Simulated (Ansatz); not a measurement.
Worked example: correlation energy of CF⁺, triplet

Geometry: a PBE0/def2-TZVP stationary point for this spin. The singlet lies 4.7 eV lower here.

```xyz
2

C     0.0000    0.0000    0.0000
F     0.0000    0.0000    1.2067
```

Basis cc-pVDZ; Ansatz 0.2.0. Correlated methods freeze the noble-gas cores, which leaves 10 electrons in 26 orbitals. Prefix R: restricted or restricted open-shell reference; prefix U: unrestricted.

Full CI isn't at hand for all of this; UCCSDTQ serves as the reference, and is uncertain by about the last step of the cluster series.

Runs differ by some tens of microhartree through their thresholds and, for an open shell, their frozen cores, so steps under 0.03 kcal/mol mean nothing.

| level | total energy (hartree) |
| --- | --- |
| UHF | -136.721988 |
| UMP2 | -136.963251 |
| UCCSD | -136.971948 |
| UCCSD(T) | -136.978948 |
| UCCSDT | -136.979799 |
| UCCSDT(Q) | -136.980350 |
| UCCSDTQ | -136.980197 |

**Question.** What is the correlation energy at UCCSDTQ, and what share of it do UMP2 and UCCSDT recover?

**Answer.** E(corr) = -136.980197 − (-136.721988) = -0.258209 hartree = -7.026 eV. UMP2: -0.241263 / -0.258209 = 93.44 %. UCCSDT: -0.257811 / -0.258209 = 99.85 %.

**Question.** By how many kcal/mol does UCCSD(T) miss UCCSDTQ (1 hartree = 627.509 kcal/mol), and which steps make up the rest?

**Answer.** -136.978948 − (-136.980197) = 0.001249 hartree = 0.78 kcal/mol. Steps: UCCSDT − UCCSD(T) = -0.53, UCCSDT(Q) − UCCSDT = -0.35, UCCSDTQ − UCCSDT(Q) = 0.10 kcal/mol. That is within 1 kcal/mol of the reference in this basis, which itself misses far more of the correlation at the basis-set limit.
